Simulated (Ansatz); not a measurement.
chloromethane (SMILES CCl) moved off its minimum; all values from Ansatz (an electronic-structure program), cores frozen in correlated methods.
(charge 0, multiplicity 1)
```xyz
5

C     -1.05207    -0.08000     0.08164
Cl     0.56196    -0.02588     0.07656
H     -1.41336    -0.74183    -0.94688
H     -1.48820    -0.47898     1.04074
H     -1.46148     0.98689    -0.15756
```

Question: Give the forces (eV/Å), the total energy and the dipole at CCSD(T)/aug-cc-pV(T+d)Z.

Answer: 
| atom | Fx | Fy | Fz |
|---|---|---|---|
| C1 | -6.519 | -0.052 | -3.020 |
| Cl2 | 5.238 | 0.066 | 0.302 |
| H3 | 0.595 | 1.548 | 3.183 |
| H4 | 0.302 | 0.319 | -1.192 |
| H5 | 0.384 | -1.881 | 0.728 |
Energy -499.5430 hartree, dipole 1.35 D.
